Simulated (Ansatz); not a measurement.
# What a trial cell of Sr3C relaxes into

The calculation used DFT PBE, scalar-relativistic, plane waves, PAW (Ansatz 0.2.0). Cutoff 420 eV, Γ-centred k mesh, Gaussian smearing, no spin polarisation in the final step.

Sr3C was placed on the TiAl3 (D0_22) structure type (I4/mmm, No. 139), with C in place of Ti, Sr in place of Al, at a guessed volume.

```
CELL_PARAMETERS angstrom
-2.27909 2.27909 5.09096
2.27909 -2.27909 5.09096
2.27909 2.27909 -5.09096
ATOMIC_POSITIONS crystal
Sr 0.50000 0.50000 0.00000
Sr 0.25000 0.75000 0.50000
Sr 0.75000 0.25000 0.50000
C 0.00000 0.00000 0.00000
```

Cell and atoms relax at zero pressure; the relaxation can't lower the symmetry of the start.

The zero of energy is the elements' standard structures at the same level; no fitted shifts are applied.

(1) Describe the relaxed structure.

(2) What are its volume, energy, density and gap?

Results:

(1) It keeps I4/mmm (No. 139). The result has the TiAl3 (D0_22) structure. Conventional cell: a = 4.834 Å, c = 10.276 Å. Sr on Wyckoff site b (1 atom of the primitive cell) has 4 C at 3.42 Å and 8 Sr at 3.53 Å; Sr on Wyckoff site d (2 atoms of the primitive cell) has 8 Sr at 3.42–3.53 Å and 4 C at 3.53 Å; C has 12 Sr at 3.42–3.53 Å.

```xyz
4
Lattice="-2.4169 2.4169 5.1379 2.4169 -2.4169 5.1379 2.4169 2.4169 -5.1379" Properties=species:S:1:pos:R:3 pbc="T T T"
Sr    0.0000    0.0000    5.1379
Sr    2.4169    0.0000    2.5689
Sr    0.0000    2.4169    2.5689
C     0.0000    0.0000    0.0000
```

(2) The volume per atom is 30.01 Å³ and the density is 3.80 g/cm³. The energy over the elements is 1.25 eV/atom. The gap on the 14×14×14 mesh is 0 eV (a metal).

The final run used a 14×14×14 mesh on its 4-atom cell and 0.10 eV smearing. The k mesh leaves about 4 meV/atom of noise in metals. Symmetry constrained the relaxation, so the result can be a saddle point.

Cost: 3 runs of about 4 core-minutes in all, on Intel Xeon Platinum 8488C (Sapphire Rapids) (shared hosts).